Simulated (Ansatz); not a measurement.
The cluster Al2N⁺ was relaxed with PBE0-D4 (def2-TZVP) in Ansatz in these states: charge +1 quintet, charge +1 triplet. The geometries follow in no particular order.

A:

```xyz
3

Al   -0.917   -0.257    1.278
Al    0.675   -0.088   -1.441
N     0.243    0.345    0.163
```

B:

```xyz
3

Al    1.348    0.395   -1.105
Al   -1.349   -0.395    1.105
N     0.000    0.000    0.001
```

Question: Judge from the bond lengths which geometry belongs to which state (an estimate).

Answer: A is the charge +1 triplet (Al1–N3 1.717 Å, Al2–N3 1.717 Å); B is the charge +1 quintet (Al1–N3 1.788 Å, Al2–N3 1.788 Å).

At PBE0-D4/def2-TZVP a broken-symmetry singlet lies 0.13 eV below the charge +1 triplet. At PBE0-D4/def2-TZVP a broken-symmetry singlet lies 3.72 eV below the charge +1 quintet. These are the stationary points nearest to one start from a short search; other shapes may lie lower in each state.
